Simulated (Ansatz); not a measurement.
## Elastic constant C13 of some elemental solids other than molecular ones, all hcp

Method: LDA in Ansatz (plane waves, PAW). References are measured values at low temperature.

Values in GPa.

```
solid   reference   LDA  error (%)
------  ---------  ----  ---------
hcp Ti         68  92.1        +35
hcp Os       218¶   246      +12.8
hcp Zn      52.8¶  63.0      +19.3
hcp Y         19¶     ?          ?
hcp Zr       64.6  81.2        +26
hcp Mg      21.7¶  21.9       +0.9
```

Q: Estimate the withheld LDA value.

A: The errors of the other rows run from +0.9 % to +35 %, with a median of +19.3 %; carried to the reference 19.0 it gives 22.7 GPa. The run gives 26.4 GPa (+39 %), +16.3 % from the estimate, outside the range of the other rows; the row was drawn at random, and such an estimate is rough. Over these 6 solids the mean error is +22 %, the mean absolute error 22 % (median 23 %), and the worst case hcp Y at +39 %; the value is too high in 6 of 6 cases.

All these references are low-temperature values that still hold zero-point motion.

Spin–orbit coupling is left out, also for the solids with elements from indium on (hcp Os); its size isn't shown.

¶ marks references of a special kind: hcp Os, 218 GPa (measured, 0 K, extrapolated to 0 K (read from the set's bulk modulus against, 405 at 300 K); as tabulated in Liu et al. (2023), arXiv:2002.00005); hcp Zn, 52.8 GPa (measured, 0 K, extrapolated to 0 K; zero-point effects included; as tabulated in Galib et al. (2023), arXiv:2209.08184); hcp Y, 19 ± 4 GPa (measured, 0 K, extrapolated to 0 K; as tabulated in Elastic Constants of Yttrium Single Crystals in the Temperature Range 4.2-400 K); hcp Mg, 21.7 GPa (measured, 0 K, extrapolated to 0 K; zero-point effects included; as tabulated in Ibrahim et al. (2023), arXiv:2305.03577).

Differences are worked out from the printed values.

Each level is taken at its own relaxed cell. Ansatz's density-functional and Hartree–Fock values are scalar-relativistic unless marked +SOC, with PAW data made under PBE.

Ansatz's runs of these crystals have no spin polarisation.

Not in this set, of the elemental solids other than molecular ones with a reference value in our tables and a result at some level: 7 for a reference at room or unstated temperature; 1 for a value of another source that differs by over 15 % in a way that heat doesn't explain. These can be a level's best or worst cases. Solids without a released value at any level aren't counted. Layered and molecular crystals are counted apart. The metals Ce to Yb are counted apart.

References as tabulated in Ferrari et al. (2019), arXiv:1905.01197; Liu et al. (2023), arXiv:2002.00005; Galib et al. (2023), arXiv:2209.08184; Elastic Constants of Yttrium Single Crystals in the Temperature Range 4.2-400 K and others.

Ansatz is a quantum-chemistry and plane-wave program.
